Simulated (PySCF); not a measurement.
CCl2 (singlet state).
SMILES: `Cl[C]Cl`

Computed with PySCF at B3LYP/def2-SVPD, non-relativistic, on one gas-phase PBE0-D3(BJ)/def2-SVP geometry that isn't relaxed in the solvent. The solvent is an IEF-PCM continuum (Bondi radii, 1.10 Å for H, scaled by 1.2). The model holds no explicit solvent molecules, cavitation or dispersion.

```tsv
medium	total energy (Eh)	HOMO (eV)	LUMO (eV)	dipole (D)
gas phase	-958.113898	-7.413	-3.726	1.160
tetrahydrofuran (ε = 7.426)	-958.115991	-7.412	-3.652	1.465
```

Problem. What is E(solvent) − E(gas) in tetrahydrofuran, in kcal/mol?

Solution. -958.115991 − (-958.113898) = -0.002093 Eh = -1.31 kcal/mol.

Problem. Scale it by Onsager's factor (ε − 1)/(2ε + 1) to cyclohexane (ε = 2.017), and compare with the calculation.

Solution. The factor goes from 0.405 to 0.202, a ratio of 0.498, which gives -0.65 kcal/mol. The calculation gives -0.60 kcal/mol (total energy -958.114852 Eh), so the scaled value is 9.4 % too large in size.

Problem. Scale the changes of the other columns the same way. What are the values in cyclohexane?

Solution. 
```
  quantity  scaled  computed  difference
 HOMO (eV)  -7.412    -7.398      -0.014
 LUMO (eV)  -3.689    -3.680      -0.009
dipole (D)   1.312     1.296      +0.016
```

Problem. How does each lowering split into the polarisation term (half the interaction with the induced surface charges) and the distortion of the solute's density?

Solution. tetrahydrofuran: -1.48 + 0.17 kcal/mol, the distortion taking back 11 % of the polarisation term; cyclohexane: -0.64 + 0.04 kcal/mol, the distortion taking back 6 % of the polarisation term.
